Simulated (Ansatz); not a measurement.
# CHFLi+: functionals against CCSD(T) at one geometry

An exercise on one series of results from a longer session: the logs are not shown, and one member is left open.

Computed with Ansatz 0.2.0, Gaussian basis. Level: single points in def2-TZVPP.

Cores are frozen in the correlated methods. The outer core shell of Li, Na, Mg and K is correlated.

### Starting geometry

4 atoms, charge 1, spin multiplicity 1.

Atoms are counted from 1 here; the program's logs count them from 0.

Bond lengths: Li1–C2 2.218 Å, C2–F3 1.278 Å, C2–H4 1.138 Å. Angles: Li1–C2–F3 112.9°, Li1–C2–H4 139.5°, F3–C2–H4 107.6°.

As a file:

```
Li    1.5057   -0.1687    1.3192
C    -0.1555   -0.1128   -0.1492
F    -0.5185    1.0766   -0.4445
H    -0.8124   -0.8298   -0.7412
```

Set-up of the first run:

run/in.yaml

```yaml
crystal:
  periodic: [false, false, false]
  atoms:
    - {symbol: Li, position_ang: [1.505700, -0.168700, 1.319200]}
    - {symbol: C, position_ang: [-0.155500, -0.112800, -0.149200]}
    - {symbol: F, position_ang: [-0.518500, 1.076600, -0.444500]}
    - {symbol: H, position_ang: [-0.812400, -0.829800, -0.741200]}
basis:
  gaussian: {orbitals: def2-TZVPP}
total_charge: 1
correlation: {method: ccsd_t}
output: {forces: true}
```

No record of the launch command was kept for these runs.

Steps of the session up to this table: CCSD(T)/def2-TZVPP; PBE0-D4/def2-TZVPP; wB97M-V/def2-TZVPP; r2SCAN-D4/def2-TZVPP; PBE-D4/def2-TZVPP; r2SCAN0-D4/def2-TZVPP; r2SCANh-D4/def2-TZVPP.

One table of the session follows, with a row left open; its other results are not shown here.

| method | RMS force component (eV/Å) | angle to CCSD(T) forces (°) |
| --- | --- | --- |
| CCSD(T) | 0.375 | reference |
| PBE0-D4 | 0.310 | 35.9 |
| wB97M-V | 0.346 | 16.8 |
| r2SCAN-D4 | 0.317 | 7.3 |
| PBE-D4 | 0.352 | 32.9 |
| r2SCAN0-D4 | ? | ? |
| r2SCANh-D4 | 0.319 | 21.1 |

Q: Estimate the row for r2SCAN0-D4 from the others.

Worked estimate for «RMS force component (eV/Å)». Against the share of exact exchange, r2SCAN-D4 (0, 0.317), r2SCANh-D4 (0.1, 0.319) give a slope of 0.020 per unit share; at 0.25 the line stands at 0.322.

As computed: RMS force component (eV/Å): 0.386; angle to CCSD(T) forces (°): 44.5. In «RMS force component (eV/Å)» the line misses by -0.064.
